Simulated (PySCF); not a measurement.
A GIAO shielding run with PySCF 2.14.0 with density-fitted response routines (density fitting, non-relativistic, gas phase) on `C=CSC#N`, C$_{3}$H$_{3}$NS:

```
$ OMP_NUM_THREADS=1 python probes_run.py task.json out

{"job": {"kind": "nmr", "xc": "wB97X-D", "basis": "pcSseg-2", "pop": false}, "charge": 0, "multiplicity": 1}
C     -0.997526    -0.172732     0.903779
C     -0.570457     0.707412     0.014427
S      1.030437     0.824175    -0.708686
C      1.808886    -0.459012     0.042432
N      2.363217    -1.336398     0.549323
H     -0.361795    -0.956912     1.297769
H     -2.018454    -0.118411     1.260103
H     -1.204121     1.494220    -0.381937
```

Hardware: 1 thread of an AMD EPYC 9R45 96-Core, shared host.

Question: How large is the calculation?

Answer: 44 electrons, 229 basis functions and 641 auxiliary functions.

Question: How long does it take, and how much memory does it need?

Answer: 15 s of wall time, with 14 SCF cycles and 7 response iterations; peak memory 0.89 GiB. Times on a shared host scatter by some tens of per cent.

Question: And these other runs on the same molecule and hardware: GIAO shielding at B97-2/pcSseg-2; GIAO shielding at KT3/pcSseg-2; GIAO shielding at PBE0/pcSseg-2?

Answer: B97-2/pcSseg-2: 229 functions, 11 s; KT3/pcSseg-2: 229 functions, 19 s; PBE0/pcSseg-2: 229 functions, 13 s.
